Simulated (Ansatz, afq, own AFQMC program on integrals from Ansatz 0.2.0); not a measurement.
# ZrCl, quartet: AFQMC among the cluster methods

```yaml
atoms:
  - { symbol: Zr, position_ang: [0.0000, 0.0000, 0.0000] }
  - { symbol: Cl, position_ang: [0.0000, 0.0000, 2.3446] }
```

Basis def2-TZVP with its core potentials. Noble-gas cores (and the filled d shells of Ga–Kr and In–Xe) are frozen. Integrals, coupled cluster, full CI and functionals: Ansatz 0.2.0; the random walks run on the same integrals in our own AFQMC program. The CISD trial takes its coefficients from CCSD amplitudes. Released means that phaseless walkers are propagated on without the constraint, phases kept. Error bars are statistical, one sigma. No spin–orbit coupling. The metal's outer-core s and p shells are frozen, which shifts wave-function levels against functionals.

Determinant: UHF, the one that the program's search chose, which needn't be the lowest solution. The geometry is a PBE0/def2-TZVP stationary point of this or a neighbouring charge and spin state.

No full CI on the walks' own integrals is used here; CCSDT(Q) serves as the reference and is uncertain by about the last step of the cluster series.

Cautions: no spin-orbit coupling; outer-core shells of the metal frozen; lower spins were not checked; higher spins were not checked; the released energies have errors that jump between times, so the bars are unsure, so no released level is given (meV from the phaseless value at times in 1/Eh: -5 ± 3 at 0.60, -10 ± 4 at 1.20, -9 ± 5 at 2.00, -11 ± 8 at 3.00, -30 ± 14 at 4.20), though the last usable value meets CCSDT(Q) within the noise; the ph-AFQMC/CISD walk drifts between its halves (2.8 errors).

- T1 diagnostic: 0.0228
- weight of the determinant in the CISD state: 0.889
- ⟨S²⟩ of the determinant: 3.757
- size of the correlated space: 11 electrons in 68 orbitals

```
  level  correlation energy (eV)
    MP2                  -6.0597
   CCSD                  -6.6281
CCSD(T)                  -6.9107
```

Estimate where phaseless AFQMC with the Hartree–Fock trial lies against CCSD(T) on the same integrals.

1.96 ± 0.97 mEh above CCSD(T).

Reference: CCSDT(Q), correlation energy -6.944 eV.

```csv
level,E − E(reference) (mEh),share of correlation (%)
CCSD(T),1.24,99.52
CCSDT,0.52,99.80
ph-AFQMC/HF,3.20 ± 0.97,98.75
ph-AFQMC/CISD,0.46 ± 0.13,99.82
```
